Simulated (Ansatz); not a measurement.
System: fcc Ag. Method: PBE-D4 (Ansatz, an electronic-structure program, plane waves, PAW).

Settings: plane-wave cutoff 520 eV, 24×24×24 k mesh, Fermi–Dirac smearing 0.05 eV, no spin polarisation, scalar-relativistic PAW data made under PBE.

Computed at the level's own relaxed cell.

Question: What does this level give for the equilibrium volume per atom, bulk modulus, lattice parameter a and pressure derivative B′ of the bulk modulus?

Answer: 
equilibrium volume per atom: 17.00 Å³/atom
bulk modulus: 110 GPa
lattice parameter a: 4.082 Å
pressure derivative B′ of the bulk modulus: 5.7

The run finds no gap.

Measured, for comparison: equilibrium volume per atom 16.76 Å³/atom (static lattice: zero-point anharmonic expansion removed; as tabulated in Mejia-Rodriguez and Trickey (2018), arXiv:1807.09216); bulk modulus 110 GPa (corrected for temperature and zero-point phonon effects, our sources range from 104 to 111; as tabulated in Levämäki et al. (2014), arXiv:1402.3671); lattice constant a 4.062 Å (static lattice: zero-point anharmonic expansion removed, our sources range from 4.056 to 4.063; as tabulated in Mejia-Rodriguez and Trickey (2018), arXiv:1807.09216). Computed (rounded) less measured: equilibrium volume per atom +1.4 %, bulk modulus 0.0 % (inside the range of the sources held), lattice constant a +0.5 % (+0.5 % to +0.6 % over the range).

Static lattice: no zero-point or thermal effects.
